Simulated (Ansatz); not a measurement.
# SiNH3 (SMILES N[SiH]): energies and forces away from the minimum

One table from this session's results is given with a row withheld; the runs are named, their logs left out.

Method: single points with forces in def2-TZVPP; program: Ansatz 0.2.0, Gaussian basis.

Levels: PBE-D4, r2SCAN-D4, PBE0-D4, wB97M-V, Hartree-Fock, MP2, CCSD, CCSD(T). Each coordinate is moved by a Gaussian draw of the width named (0.7 of it for atoms other than hydrogen): 0.02, 0.06, 0.06, 0.09 Å.

Cores are frozen in the correlated methods.

11 further runs of the same task are left out: 11 set aside as unsound or not needed.

## Starting geometry

The minimum, relaxed at PBE0-D4: SMILES `N[SiH]`, 5 atoms, charge 0, spin multiplicity 1.

Atoms are counted from 1 here; the program's logs count them from 0.

Bond lengths: N1–Si2 1.707 Å, N1–H3 1.008 Å, N1–H4 1.008 Å, Si2–H5 1.532 Å. Angles: Si2–N1–H3 126.3°, Si2–N1–H4 121.7°, H3–N1–H4 112.1°, N1–Si2–H5 94.1°.

Coordinates:

```
N    -0.30765   -0.46746    0.10143
Si    0.07441    1.15819    0.45514
H     0.13516   -1.04610   -0.59511
H    -1.03476   -0.96011    0.59657
H     1.18274    1.24179   -0.59943
```

Energies of the minimum (eV), from earlier single points: PBE-D4 -9410.96410, r2SCAN-D4 -9415.14097, PBE0-D4 -9411.73501, B3LYP-D4 -9417.67737, wB97M-V -9415.67451, CCSD(T) -9401.78609.

The first run:

ccsdt-tzvpp/in.yaml reads:

```yaml
crystal:
  periodic: [false, false, false]
  atoms:
    - {symbol: N, position_ang: [-0.306533, -0.481188, 0.093688]}
    - {symbol: Si, position_ang: [0.103606, 1.178046, 0.445400]}
    - {symbol: H, position_ang: [0.135074, -1.040408, -0.596144]}
    - {symbol: H, position_ang: [-1.058654, -0.964177, 0.599956]}
    - {symbol: H, position_ang: [1.197870, 1.234778, -0.623294]}
basis:
  gaussian: {orbitals: def2-TZVPP}
correlation: {method: ccsd_t}
output: {forces: true}
```

No record of the launch command was kept for these runs.

Steps of the session up to this table: Structure 1, width 0.02 Å; Structure 2, width 0.06 Å; Structure 3, width 0.06 Å; Structure 4, width 0.09 Å.

One of the session's tables, all rows but one given; the rest of the session is left out.

| method | RMS force component (eV/Å) | angle to CCSD(T) forces (°) | dipole (D) |
| --- | --- | --- | --- |
| PBE-D4 | 8.005 | 1.4 | 2.84 |
| r2SCAN-D4 | 7.897 | 0.9 | 2.89 |
| PBE0-D4 | ? | ? | ? |
| wB97M-V | 7.890 | 0.6 | 2.71 |
| CCSD(T) | 7.937 | reference | 2.71 |

Q: Estimate the row for PBE0-D4 from the others.

**Answer.** RMS force component (eV/Å): 7.930; angle to CCSD(T) forces (°): 1.1; dipole (D): 2.80. In the column «RMS force component (eV/Å)» it lies between r2SCAN-D4 (7.897) and CCSD(T) (7.937).
